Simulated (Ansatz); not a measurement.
## Basis-set limit of CH₅O₂Sn, doublet

```json
{"atom": "C", "x (Å)": "0.0114", "y (Å)": "1.4773", "z (Å)": "-0.7156"}
{"atom": "O", "x (Å)": "0.9829", "y (Å)": "0.6010", "z (Å)": "-0.2354"}
{"atom": "Sn", "x (Å)": "0.5639", "y (Å)": "-1.2371", "z (Å)": "0.4509"}
{"atom": "O", "x (Å)": "-0.8331", "y (Å)": "-1.9527", "z (Å)": "-0.7910"}
{"atom": "H", "x (Å)": "-0.7857", "y (Å)": "0.9709", "z (Å)": "-1.2947"}
{"atom": "H", "x (Å)": "-0.4736", "y (Å)": "2.0590", "z (Å)": "0.0932"}
{"atom": "H", "x (Å)": "0.4934", "y (Å)": "2.2066", "z (Å)": "-1.3908"}
{"atom": "H", "x (Å)": "1.9952", "y (Å)": "-2.1370", "z (Å)": "0.0321"}
{"atom": "H", "x (Å)": "-1.7139", "y (Å)": "-1.5904", "z (Å)": "-0.6407"}
```

Ansatz 0.2.0, UHF determinant, valence electrons correlated, core potentials past Kr. Energies in eV.

```json
{"set": "def2-TZVPP", "X": "3", "functions": "213", "Hartree–Fock": "-10991.3598", "MP2 correlation": "-20.5707", "CCSD(T) correlation": "-21.9914", "time": "12 s on 1 × NVIDIA H100 80GB HBM3 with 1 thread of AMD EPYC 7R13 Processor (Zen 3), on a shared host"}
{"set": "def2-QZVPP", "X": "4", "functions": "403", "Hartree–Fock": "-10991.6946", "MP2 correlation": "-22.1514", "CCSD(T) correlation": "-23.4625", "time": "2.8 min on 1 × NVIDIA H100 80GB HBM3 with 1 thread of AMD EPYC 7R13 Processor (Zen 3) (shared host)"}
```

Hartree–Fock is taken to follow E(X) = E∞ + A·exp(−7.88·√X), correlation E(X) = E∞ + B·X^−2.97.

Cautions: no spin-orbit coupling; inner d shell frozen.

Question: Work out the CCSD(T) energy at the limit, and how far the shortcut misses it that extrapolates MP2 and adds CCSD(T) minus MP2 from the smaller set.

Answer: Hartree–Fock: E∞ = E4 + 0.1377·(E4 − E3) = -10991.7408. Correlation: E∞ = E4 + 0.7407·(E4 − E3) = -24.5522 for CCSD(T) and -23.3222 for MP2. The limit is -11016.2929 eV, 1.136 eV below def2-QZVPP. The shortcut gives a correlation energy of -23.3222 + (-1.4206) = -24.7428, 191 meV lower than the direct value.

The exponents were fitted on light atoms, and def2 sets of heavy atoms don't grow evenly, so the limit is rough here.
